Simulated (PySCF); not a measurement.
Match the calculated data to a structure.

All candidates are C4H4F2.

- Triplet: lowest triplet excitation (Tamm–Dancoff): 4.07 eV [TDA CAM-B3LYP/def2-SVPD]
- Rotational structure: rotational constants A, B, C: 4.265, 3.712, 2.364 GHz [GFN2-xTB]
- 13C NMR: chemical shifts (computed TMS as zero) by class: 137.3 (1 C), 125.7 (1 C), 71.5 (2 C) ppm [GIAO PBE0/pcSseg-1]
- UV, strongest line: among the 8 lowest singlet transitions: S3 at 7.16 eV (173 nm, f = 0.344) [TDDFT CAM-B3LYP/def2-SVPD]
- Dipole: 3.03 D [CAM-B3LYP/def2-SVPD]
- UV, first state: lowest singlet excitation: 5.71 eV (217 nm, f = 0.000) [TDDFT CAM-B3LYP/def2-SVPD]

Gas-phase values; electronic properties from PySCF, density fitting. Levels stand in brackets. Geometry: GFN2-xTB; no solvent, vibrations or thermal averaging. Each NMR value is the plain mean over a class of atoms that symmetry, rotation or inversion makes alike.

**Question.** Which candidate is it?
A. `F/C=C\C=C\F`
B. `FCC1(F)C=C1`
C. `C=C1[C@@H](F)[C@H]1F`

**Answer.** C. It is `C=C1[C@@H](F)[C@H]1F`. Numbering: `[CH2:1]=[C:2]1[C@@H:3]([F:4])[C@H:5]1[F:6]`. Its formula, C4H4F2, gives 2 degrees of unsaturation: 1 ring and 1 π bond in the structure found. 4 carbons fall into 3 classes; from least to most shielded: fully substituted alkene carbon [C2] (137.3 ppm), terminal =CH2 carbon [C1] (125.7 ppm), sp3 C–F carbon [C3/C5] (71.5 ppm, 2 C). The optimised geometry has point group Cs and is an asymmetric top.

The others, at the same levels:
- `FCC1(F)C=C1` fails: its computed 13C shifts are 132.3 (2 C), 80.3 (1 C), 75.2 (1 C) ppm, lowest singlet excitation is 6.20 eV (200 nm, f = 0.001) (against 5.71 eV) and lowest triplet excitation (Tamm–Dancoff) is 4.79 eV (against 4.07 eV).
- `F/C=C\C=C\F` fails: it has 4 carbon classes against 3; its computed 13C shifts are 161.9 (1 C), 158.5 (1 C), 112.2 (1 C), 111.3 (1 C) ppm, lowest singlet excitation is 5.92 eV (209 nm, f = 0.671) (against 5.71 eV) and lowest triplet excitation (Tamm–Dancoff) is 3.19 eV (against 4.07 eV).

Each candidate is one conformer, not necessarily the lowest. The conformers computed, where there is a choice (atom-mapped SMILES and torsion angles):
- `[F:1][CH2:2][C:3]1([F:4])[CH:5]=[CH:6]1`: F1–C2–C3–F4 180°
- `[F:1]/[CH:2]=[CH:3]\[CH:4]=[CH:5]\[F:6]`: C2–C3–C4–C5 180°
